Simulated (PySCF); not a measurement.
B3LYP has the VWN-RPA correlation part, as in Gaussian. 

**HO, SMILES `[OH]` (charge 0, multiplicity 2)**

These are B3LYP-D3(BJ)/def2-TZVP (PySCF) values and carry that method's errors.

highest occupied spin orbital: -8.84 eV
dipole moment: 1.77 D
total energy: -75.7684 Ha
cost: very roughly 4 core-seconds

```xyz
2

O      0.4883     0.0000     0.0000
H     -0.4883     0.0000     0.0000
```
Charge 0, spin multiplicity 2.
